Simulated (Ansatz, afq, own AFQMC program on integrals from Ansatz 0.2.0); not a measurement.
## H$_{2}$O + NH, triplet: a scan with AFQMC

```
atom    x (Å)    y (Å)   z (Å)
   O  -1.1950   0.0024  0.0000
   H  -1.4443   0.9289  0.0000
   H  -0.2354   0.0024  0.0000
   N   1.3680   0.0024  0.0000
   H   1.6371  -1.0019  0.0000
```

A hydrogen atom is moved from one rigid fragment to the other; the O1–H3 distance tells how far. The two fragments are held close together, so this isn't a minimum-energy path and the start is a compressed complex. Energies in kJ/mol count from this geometry (0.960 Å) at the same level; the start stands on UHF, each point on the determinant named.

Basis cc-pVTZ. Only valence electrons are correlated. Ansatz 0.2.0 and our own AFQMC program on the same integrals; the CISD trial comes from CCSD amplitudes, and released means the phaseless constraint is let go. Error bars are statistical, one sigma.

Cautions, each for one point or more: lower spins were not checked; unrestricted determinant slightly spin contaminated.

| r(O1–H3) / Å | det. | T1 | weight | ⟨S²⟩ | CCSD(T) | ph-AFQMC/CISD | HF | B2PLYP |
| --- | --- | --- | --- | --- | --- | --- | --- | --- |
| 1.121 | UHF | 0.016 | 0.88 | 2.02 | 44.9 | 46.4 ± 1.1 | 70.2 | 37.9 |
| 1.201 | UHF | 0.019 | 0.88 | 2.04 | 77.5 | 78.7 ± 1.4 | 116.7 | 65.2 |
| 1.282 | UHF | 0.024 | 0.87 | 2.09 | 103.0 | 105.6 ± 0.9 | 150.2 | 85.8 |
| 1.362 | UHF | 0.036 | 0.85 | 2.07 | 113.4 | 112.4 ± 1.2 | 145.3 | 94.9 |
| 1.523 | UHF | 0.022 | 0.88 | 2.02 | 105.2 | 105.1 ± 1.0 | 95.3 | 92.6 |

Weight is that of the determinant in the CISD state; at the start T1 is 0.011 and the weight 0.89, and ⟨S²⟩ is 2.02. Largest departures from phaseless AFQMC with a CISD trial: CCSD(T) -2.5 kJ/mol at 1.282 (on UHF), HF 44.6 kJ/mol at 1.282 (on UHF), B2PLYP -19.8 kJ/mol at 1.282. The walk's constraint bias lies outside its error bars, so these are departures and not errors. Functionals count only at points shown to share the start's state and spin.

Some points may be missing: those where a free walk finds a much lower state, and past Zn most of those on another determinant than at the start.

A walk keeps the symmetry of its determinant, which the program's search chose and which needn't be the lowest solution, so a lower state of the same spin and another symmetry isn't excluded.
